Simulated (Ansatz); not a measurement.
## How far each method lies from full CI for B2H, quartet

Geometry: a PBE0/def2-TZVP stationary point for this spin, not checked as a minimum.

```json
{"atom": "B", "x (Å)": "0.0000", "y (Å)": "0.0000", "z (Å)": "0.1141"}
{"atom": "B", "x (Å)": "0.0000", "y (Å)": "0.0000", "z (Å)": "-1.4064"}
{"atom": "H", "x (Å)": "0.0000", "y (Å)": "0.0000", "z (Å)": "1.2923"}
```

Basis 6-31G; Ansatz 0.2.0. Correlated methods freeze the noble-gas cores, which leaves 7 electrons in 18 orbitals. R marks a restricted (for open shells ROHF) determinant, U an unrestricted one. Active spaces: valence = (7e, 9o) chosen from the atoms' valence shells.

Full CI is exact within this basis and frozen core; it isn't the basis-set limit. The frozen core follows each run's orbitals, which can shift R against U totals by a few meV.

For open shells CISD and CISDTQ are restricted-active-space CI with the open shells as a complete middle space.

- UHF ⟨S²⟩: 3.755
- T1 diagnostic (RCCSD): 0.0213
- largest doubles amplitude (RCCSD): 0.097
- T1 diagnostic (UCCSD): 0.0173

```tsv
level	E − E(RHF) (eV)
UHF	-0.0399
RMP2	-1.7622
UMP2	-1.7733
RCCSD	-2.3216
UCCSD	-2.3226
RCCSD(T)	-2.3747
UCCSD(T)	-2.3753
```

(1) Estimate how far full CI in 6-31G lies from RCCSD(T). The table doesn't fix it; the size of (T) and the diagnostics are the guide.

(1) Full CI in 6-31G lies 0.86 mEh below RCCSD(T), which is 44 % of the (T) step (-1.95 mEh). The diagnostics give no warning, yet the rest is a sizeable part of (T).

The other levels:

```tsv
level	E − E(full CI) (mEh)	share of correlation (%)	wall time
CISD	4.95	94.39	1.1 s
BCCD(T)	0.88	99.00	0.48 s
RCCSDT	0.20	99.77	–
UCCSDT	0.19	99.79	–
CISDTQ	0.07	99.92	7 s
RCCSDT(Q)	0.05	99.94	2.4 s
UCCSDT(Q)	0.03	99.96	2.2 s
RCCSDTQ	0.01	99.99	16 s
UCCSDTQ	-0.01	100.01	17 s
CASSCF (valence space)	24.72	71.94	–
NEVPT2 (valence space)	7.56	91.42	2.8 s
MRCISD (valence space)	0.55	99.37	–
MRCISD+Q (valence space)	0.17	99.80	4.6 s
```

The correlation energy at full CI, counted from RHF, is -2.398 eV. That run took 4.7 s on 1 thread of Intel Xeon Platinum 8259CL, shared host over 331,072 determinants.

Times hold each run's SCF and search for its determinant on a shared host, so for small cases they say little of a method's own cost; they ran on 1 thread of Intel Xeon Platinum 8259CL.

The full-CI state has the irrep A2 of C2v, in the program's axes (one component, if the state is degenerate).

Natural occupations of full CI about the gap: 1.966 1.957 0.994 0.979 0.979 0.031 0.031 0.028 0.013 0.006; effectively unpaired electrons, Σ n²(2−n)², 3.02.
